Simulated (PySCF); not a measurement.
Gas-phase reaction: SiF₃NH₂ + 2 SiF₄ = NF₃ + 3 SiF₂ + 2 HF

Method: PySCF energies (xtb for GFN2) plus ideal-gas RRHO corrections (1 bar). † marks an energy on the PBE0/def2-TZVP geometry and frequencies; other levels use their own. CCSD(T) freezes the core. 6-31G* has spherical d functions here. All species are closed-shell singlets. B3LYP is the form with VWN-RPA correlation. SiF₃NH₂: computed as isolated molecules; such fragments, hydroxides, amides, oligomers or adducts are transient or little studied in the gas. CCSD(T) isn't extrapolated to the basis-set limit; its ΔH°(298 K) is 1811.8 kJ in def2-SVP and 1943.1 kJ in def2-TZVPP. The harmonic model lacks anharmonicity and excited electronic states, which grow with temperature; levels with a mode under 35 cm⁻¹ are left out. Internal rotation in SiF₃NH₂ is treated as a harmonic vibration of one conformer, which makes the entropy rough.

ΔH° and ΔS° at 298 K: B3LYP/6-31G* 1861 kJ, 485 J/K; BLYP/def2-TZVP† 1737 kJ, 483 J/K; CCSD(T)/def2-SVP† 1812 kJ, 483 J/K; CCSD(T)/def2-TZVPP† 1943 kJ, 483 J/K; GFN2-xTB 1690 kJ, 453 J/K.

With the heat capacities included, give log10 K (1 bar) at 800, 1000, 1200, 1800, 2500 K from B3LYP/6-31G*, BLYP/def2-TZVP†, CCSD(T)/def2-SVP†, CCSD(T)/def2-TZVPP†, GFN2-xTB.


```csv
T (K),B3LYP/6-31G*,BLYP/def2-TZVP†,CCSD(T)/def2-SVP†,CCSD(T)/def2-TZVPP†,GFN2-xTB
800,-96.3,-88.4,-93.2,-101.8,-86.9
1000,-72.2,-65.8,-69.7,-76.6,-65.0
1200,-56.1,-50.9,-54.1,-59.8,-50.4
1800,-29.6,-26.1,-28.3,-32.1,-26.3
2500,-14.9,-12.4,-14.0,-16.7,-13.1
```
